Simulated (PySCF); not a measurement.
A PySCF script (with the pyscf-properties extension) for the NMR shieldings of `[PH4+]`, [H$_{4}$P]+, on a PBE0-D3(BJ)/def2-SVP geometry:

```python
import basis_set_exchange as bse
import numpy as np
from pyscf import gto, scf
from pyscf.prop import nmr

atoms = """
P    -0.022687    0.014966   -0.020135
H    -0.791694   -0.858207   -0.814484
H     0.297291   -0.616886    1.197667
H    -0.760919    1.186661    0.238992
H     1.163840    0.348688   -0.702433
"""
names = dict.fromkeys(["P", "H"], "pcSseg-2")
basis = {el: gto.basis.parse(bse.get_basis(n, elements=[el], fmt="nwchem")) for el, n in names.items()}
mol = gto.M(atom=atoms, basis=basis, charge=1, verbose=0)
mf = scf.RHF(mol)
mf.conv_tol = 1e-9
mf.kernel()

calc = nmr.RHF(mf)   # GIAO
C = mf.mo_coeff
Co = C[:, mf.mo_occ > 0]
resp = mf.gen_response(singlet=True, hermi=2)
def vind(x):   # induced exchange potential for any number of trial vectors
    d = np.einsum("pi,xij,qj->xpq", C, 2 * x.reshape(-1, C.shape[1], Co.shape[1]), Co, optimize=True)
    return np.einsum("xpq,pi,qj->xij", resp(d - d.transpose(0, 2, 1)), C, Co, optimize=True).ravel()
mo1, _ = nmr.rhf.solve_mo1(calc, with_cphf=vind)
sigma = calc.kernel(mo1)
for i, s in enumerate(sigma):   # ppm
    print("%2d %-2s %9.2f" % (i, mol.atom_pure_symbol(i), np.trace(s) / 3))
```

Question: What does it print?

Answer: 
```
 0 P     457.58
 1 H      25.51
 2 H      25.51
 3 H      25.51
 4 H      25.51
```

These numbers come from an equivalent density-fitted implementation of the same equations, which agrees with the script to about 0.01 ppm for H and up to a few tenths of a ppm for heavy atoms, so last digits may differ.

Question: Turn these shieldings into chemical shifts. δ = σ(ref) − σ, references computed at the same level: H3PO4 for ³¹P (σref 343.96); ¹H (σref 31.68) against TMS.

Answer: Averaging equivalent atoms: P 0: -113.6; H 1/2/3/4: 6.17 ppm. Experimental scales use liquid or dissolved standards, which lie at an offset from isolated H3PO4.

Size and cost of the density-fitted run: 99 basis functions, 0.67 s wall time on 1 thread of an Arm Neoverse V1, shared host; peak memory 0.33 GiB.
